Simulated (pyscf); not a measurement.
O=V(OH)(OH)–OH + HBr → O=V(OH)(OH)–Br + H₂O (four-centre exchange; singlet surface; O–V, Br–H broken, Br–V, H–O formed). Single points on ωB97X-D3(BJ)/def2-SVP structures (PySCF, gas phase). Energies in kJ/mol from the separated reactants.

```json
[
 {"level": "ωB97X-D3(BJ)/def2-TZVP", "barrier": "26.1", "reaction energy": "-39.2"},
 {"level": "PBE/def2-TZVP", "barrier": "27.6", "reaction energy": "-25.3"},
 {"level": "B3LYP-D3(BJ)/def2-TZVP", "barrier": "[?]", "reaction energy": "[?]"},
 {"level": "M06-2X/def2-TZVP", "barrier": "24.2", "reaction energy": "-29.1"},
 {"level": "ωB97M-D3(BJ)/def2-TZVP", "barrier": "38.2", "reaction energy": "-22.8"},
 {"level": "HF/def2-TZVP", "barrier": "[?]", "reaction energy": "-18.9"}
]
```

**Question.** Fill in the missing entries.

**Answer.** 
- B3LYP-D3(BJ)/def2-TZVP, barrier: 32.6
- B3LYP-D3(BJ)/def2-TZVP, reaction energy: -26.5
- HF/def2-TZVP, barrier: 91.4

The functionals in the table span 14.0 kJ/mol in this barrier, from M06-2X to ωB97M-D3(BJ)/def2-TZVP. On the reactant side the descent ends in a complex, 18.3 kJ/mol under the separated species and 44.4 kJ/mol under the saddle at ωB97X-D3(BJ)/def2-TZVP. On the product side the descent ends in a bound adduct (not fully relaxed), 37.3 kJ/mol under the separated species and 102.6 kJ/mol under the saddle at ωB97X-D3(BJ)/def2-TZVP. One saddle was located; it need not be the lowest between these sides. Elements up to Kr have no core potential and no relativistic terms here.
